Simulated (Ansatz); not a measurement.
# Si₂H₄S: a short trajectory

Aim: follow the atoms for 80 steps of 1.0 fs at constant energy, with velocities drawn for 100 K.

Program: Ansatz 0.2.0, Gaussian basis. Level of theory: PBE0-D4/def2-SVP. These are calculated values, not measurements.

1 further run of the same task is left out (it didn't finish).

**1. Where the work starts**

SMILES `[SiH3][SiH]=S`, 7 atoms, charge 0, spin multiplicity 1.

Atoms are counted from 1 here; the program's logs count them from 0.

Bond lengths: Si1–Si2 2.307 Å, Si1–H4 1.469 Å, Si1–H5 1.467 Å, Si1–H6 1.462 Å, Si2–S3 1.990 Å, Si2–H7 1.468 Å. Angles: Si2–Si1–H4 110.7°, Si2–Si1–H5 109.6°, Si2–Si1–H6 111.1°, H4–Si1–H5 108.5°, H4–Si1–H6 107.8°, H5–Si1–H6 109.1°, Si1–Si2–S3 129.2°, Si1–Si2–H7 112.4°, S3–Si2–H7 118.4°.

Geometry (Å):

```xyz
7
charge 0, multiplicity 1
Si   -0.8262    0.5185   -0.3269
Si    1.0202   -0.6779    0.3658
S     2.1290   -0.4434    2.0017
H    -1.7625   -0.3478   -1.0561
H    -0.4030    1.6021   -1.2210
H    -1.5408    1.0913    0.8129
H     1.3833   -1.7428   -0.5764
```

**2. The run**

Contents of md/in.yaml:

```yaml
crystal:
  periodic: [false, false, false]
  atoms:
    - {symbol: Si, position_ang: [-0.826230, 0.518530, -0.326860]}
    - {symbol: Si, position_ang: [1.020200, -0.677900, 0.365840]}
    - {symbol: S, position_ang: [2.128990, -0.443420, 2.001650]}
    - {symbol: H, position_ang: [-1.762450, -0.347790, -1.056150]}
    - {symbol: H, position_ang: [-0.403020, 1.602090, -1.220990]}
    - {symbol: H, position_ang: [-1.540770, 1.091320, 0.812920]}
    - {symbol: H, position_ang: [1.383270, -1.742840, -0.576410]}
basis:
  gaussian: {orbitals: def2-SVP}
hamiltonian: {xc: pbe0, dispersion: d4}
md: {n_steps: 80, timestep: 1.0, temperature: 100, ensemble: nve, seed: 36, initial_velocities: maxwell_boltzmann}
```

Command:

```bash
ansatz run in.yaml --threads 2 --pin off --events-out ev --progress --plain --max-ram 3481MiB
```

Q: Predict the outcome of this session. Wanted: temperature at the start; mean temperature, second half; lowest and highest potential energy, from the first frame; largest change of potential + kinetic.

**Answer**, as computed:

```
                                                 quantity              value
                                                   length  80 steps, 80.0 fs
                                 temperature at the start              100 K
                            mean temperature, second half              119 K
lowest and highest potential energy, from the first frame      -34 and 0 meV
                    largest change of potential + kinetic            0.5 meV
```

In words: With no thermostat the total energy should stay fixed; it holds within 0.5 meV, small beside the kinetic energy, so the time step serves. The instant temperature ranges from 100 to 151 K, as energy passes between motion and strain. The bonding pattern stays as it was.
